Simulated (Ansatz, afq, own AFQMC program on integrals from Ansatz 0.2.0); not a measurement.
**Where AFQMC and coupled cluster stand for SiH₂Br, doublet**

```yaml
atoms:
  - { symbol: Br, position_ang: [-2.4339, 0.3699, 0.0000] }
  - { symbol: H, position_ang: [-0.4349, 0.3699, 0.0000] }
  - { symbol: Si, position_ang: [1.2361, 0.3699, 0.0000] }
  - { symbol: H, position_ang: [1.6326, -1.1096, 0.0000] }
```

Connectivity, by distances: Br ··· SiH, 1 bridging H.

Basis cc-pVTZ. Only valence electrons are correlated. AFQMC by an in-house program on the Cholesky factors that Ansatz 0.2.0 writes for its CCSD(T) run. The CISD trial takes its coefficients from CCSD amplitudes. Released means that phaseless walkers are propagated on without the constraint, phases kept. Error bars are statistical, one sigma. No spin–orbit coupling.

Determinant: ROHF, the one that the program's search chose, which needn't be the lowest solution. The geometry is a point of a scan.

No full CI on the walks' own integrals is used here; CCSDT(Q) serves as the reference and is uncertain by about the last step of the cluster series.

Cautions: no relativity below Rb; no spin-orbit coupling; inner d shell frozen; higher spins were not checked; a spin-contaminated unrestricted determinant lies lower (UHF 342 meV lower, ⟨S²⟩ 1.19).

The T1 diagnostic is 0.0358 and the weight of the determinant in the CISD state is 0.818. The size of the correlated space is 13 electrons in 86 orbitals.

| level | correlation energy (eV) |
| --- | --- |
| MP2 | -7.2689 |
| CCSD | -8.4792 |
| CCSD(T) | -8.7859 |

Question: Estimate where phaseless AFQMC with a CISD trial lies against CCSD(T) on the same integrals.

Answer: 2.5 ± 0.5 kJ/mol below CCSD(T).

Reference: CCSDT(Q), correlation energy -8.845 eV. The released energy is read at 2.40 1/Eh (meV from the phaseless value at times in 1/Eh: -1 ± 6 at 0.24, -3 ± 5 at 0.51, -13 ± 5 at 0.99, -18 ± 8 at 1.62, -20 ± 10 at 2.40).

```
         level  E − E(reference) (kJ/mol)  share of correlation (%)
       CCSD(T)                        5.7                     99.33
         CCSDT                        1.5                     99.83
 ph-AFQMC/CISD                  3.2 ± 0.5                     99.63
released AFQMC                  1.2 ± 1.0                     99.85
```

A walk keeps the symmetry of its determinant, which the program's search chose and which needn't be the lowest solution, so a lower state of the same spin and another symmetry isn't excluded. Released energies are given only where the last usable release times agree within the noise; a slower fall can still hide under it.
